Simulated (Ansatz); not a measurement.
**C3H2O3, 8 atoms: time against threads**

Aim: measure how long a single point at LDA takes on C3H2O3, and how the time changes with the share of the machine.

Program: Ansatz 0.2.0 (single point, LDA, Gaussian basis). Host: Arm Neoverse N1, 56 cores, 56 hardware threads, 90 GiB; it was booked for these runs alone, one at a time. Each run is timed once from launch to exit, start-up included.

## 1. The system

A molecule of 8 atoms and 44 electrons, SMILES O=C1OC=CO1, in the basis aug-cc-pvtz.

## 2. Baseline

Contents of input.yaml:

```yaml
crystal:
  periodic: [false, false, false]
  atoms:
    - { symbol: O, position_ang: [2.4400, -0.0100, 0.4400] }
    - { symbol: C, position_ang: [1.2300, -0.0100, 0.2300] }
    - { symbol: O, position_ang: [0.5500, 1.1200, -0.2100] }
    - { symbol: C, position_ang: [-0.7300, 0.6300, -0.2800] }
    - { symbol: C, position_ang: [-0.7900, -0.6300, 0.0600] }
    - { symbol: O, position_ang: [0.4300, -1.1300, 0.4100] }
    - { symbol: H, position_ang: [-1.4900, 1.3100, -0.6100] }
    - { symbol: H, position_ang: [-1.6300, -1.3000, 0.1100] }
basis:
  gaussian: { orbitals: aug-cc-pvtz }
hamiltonian: { xc: lda }
output: { forces: true }
```

Started as:

```console
$ taskset -c 8-63 ansatz run input.yaml --threads 32 --backend cpu --max-ram 64GiB --events-out ev --progress --plain --runs-dir out
```

## 3. On 2 threads

input.yaml is that of step 2.

(Steps that only read results are left out.)

**Question.** How long do these runs take on this host, and what pays? Wanted: reference; fastest over threads; speed-up from 2 to 32 threads.

As calculated:

```
                     quantity                 value
                    reference   1.1 s on 32 threads
         fastest over threads           1.1 s on 32
speed-up from 2 to 32 threads  6.5 (41 % efficient)
```

What this shows: Going from 2 to 32 threads cuts the time by a factor of 6.5, 41 % of the ideal. At a few seconds, start-up and serial parts weigh heavily. The figures hold for this build, input and host.
